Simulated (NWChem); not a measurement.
Correlation energy of hydrogen peroxide (H₂O₂)

```
O
H 1 0.9670
O 1 1.4185 2 101.03
H 3 0.9670 1 101.03 2 117.50
```
Charge 0, spin multiplicity 1.

The numbers come from NWChem runs, not from measurements. Structure: optimised with PBE0/def2-SVP, a minimum by its harmonic frequencies. It is one conformer; others weren't searched.

Basis set: cc-pVDZ. Each correlation energy counts from its own Hartree-Fock reference.

The correlated methods keep 2 core orbitals frozen. Coupled-cluster values serve here as a point of comparison, not as the truth.

Order these methods by the correlation energy they give, lowest first: RI-MP2, CR-CCSD[T], SCS-MP2, CCSD+T(CCSD).

CCSD+T(CCSD) (-407.5 mHa), CR-CCSD[T] (-405.9 mHa), RI-MP2 (-384.2 mHa), SCS-MP2 (-375.9 mHa)
